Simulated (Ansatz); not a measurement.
**AlS, doublet: vertical spin and charge gaps**

Geometry (PBE0/def2-TZVP stationary point for this spin):

```json
{"atom": "Al", "x (Å)": "0.0000", "y (Å)": "0.0000", "z (Å)": "0.0000"}
{"atom": "S", "x (Å)": "0.0000", "y (Å)": "0.0000", "z (Å)": "2.0316"}
```

Basis 6-31G; Ansatz 0.2.0. Only valence electrons are correlated (noble-gas cores frozen). R marks a restricted (for open shells ROHF) determinant, U an unrestricted one. Active spaces: valence = (9e, 8o) chosen from the atoms' valence shells.

Gaps are energies of the second state less the first, at fixed atoms, for a selection of the levels run; each method lands on the state that its own search finds for that charge and spin.

For open shells CISD and CISDTQ are restricted-active-space CI with the open shells as a complete middle space. The determinant of the AlS quartet fills πx and πy unequally, so it is a mixture of Σ and Δ, which weighs on every level built on one determinant.

Quartet less doublet: 3.130 eV at full CI (doublet A1, quartet A1, in C2v).

By full CI's occupations no single determinant describes the quartet well.

| level | gap (eV) | error (meV) |
| --- | --- | --- |
| RHF | 2.092 | -1038 |
| UHF | 2.169 | -961 |
| RMP2 | 3.246 | 116 |
| UMP2 | 3.216 | 86 |
| CISD | 3.085 | -45 |
| RCCSD | 3.170 | 40 |
| UCCSD | 3.178 | 48 |
| RCCSD(T) | 3.232 | 102 |
| UCCSD(T) | 3.227 | 97 |
| BCCD(T) | 3.233 | 103 |
| RCCSDT* | 3.141 | 11 |
| UCCSDT* | 3.140 | 10 |
| CISDTQ | 3.122 | -8 |
| RCCSDT(Q)* | 3.121 | -9 |
| UCCSDT(Q)* | 3.132 | 2 |
| RCCSDTQ* | 3.133 | 3 |
| UCCSDTQ* | 3.133 | 3 |
| CASSCF (valence space) | 3.230 | 100 |
| NEVPT2 (valence space) | 3.147 | 17 |
| MRCISD (valence space) | 3.131 | 1 |
| MRCISD+Q (valence space) | 3.126 | -4 |
| r2SCAN | 3.362 | 232 |

An asterisk marks runs whose energy the program itself flagged as in doubt.

Removing an electron, to the singlet: 9.094 eV at full CI (doublet A1, singlet ion A1, in C2v).

Large singles or doubles amplitudes warn of static correlation in the AlS⁺ singlet.

| level | gap (eV) | error (meV) |
| --- | --- | --- |
| RHF | 9.505 | 411 |
| CISD | 9.182 | 88 |
| RCCSD(T) | 9.109 | 15 |
| BCCD(T) | 9.103 | 9 |
| RCCSDT | 9.093 | -1 |
| RCCSDT(Q) | 9.075 | -19 |
| RCCSDTQ | 9.093 | -1 |
| CASSCF (valence space) | 8.741 | -353 |
| NEVPT2 (valence space) | 8.989 | -105 |
| MRCISD (valence space) | 9.080 | -14 |

Q: PBE gives 9.623 eV for removing an electron, to the triplet. Estimate what full CI gives in 6-31G.

A: Full CI in 6-31G gives 9.037 eV, so against it PBE is off by 0.586 eV, of which a good part can be the reference's own basis and frozen-core error.

```tsv
level	gap (eV)	error (meV)
RHF	8.106	-931
UHF	8.131	-906
RMP2	9.040	3
UMP2	9.007	-30
CISD	8.867	-170
RCCSD	8.952	-85
UCCSD	8.955	-82
RCCSD(T)	9.025	-12
UCCSD(T)	9.022	-15
BCCD(T)	9.029	-8
RCCSDT	9.037	0
UCCSDT	9.036	-1
CISDTQ	9.024	-13
RCCSDT(Q)	9.030	-7
UCCSDT(Q)	9.039	2
RCCSDTQ	9.039	2
UCCSDTQ	9.039	2
CASSCF (valence space)	8.785	-252
NEVPT2 (valence space)	8.956	-81
MRCISD (valence space)	9.022	-15
MRCISD+Q (valence space)	9.033	-4
r2SCAN	9.605	568
PBE0	9.506	469
B3LYP	9.524	487
wB97X-V	9.405	368
wB97M-V	9.385	348
B2PLYP	9.316	279
RPA-PBE	8.925	-112
```

In so small a basis the reference is far from its limit while semilocal and hybrid functionals are nearer theirs (RPA and double hybrids share part of the reference's basis error), so the functionals' errors here hold much of the reference's basis and frozen-core error, which can add to them or hide them. The set has no polarisation functions, which weighs most on the reference.

Full CI is exact within this basis and frozen core; it isn't the basis-set limit. The frozen core follows each run's orbitals, which can shift R against U totals by a few meV.
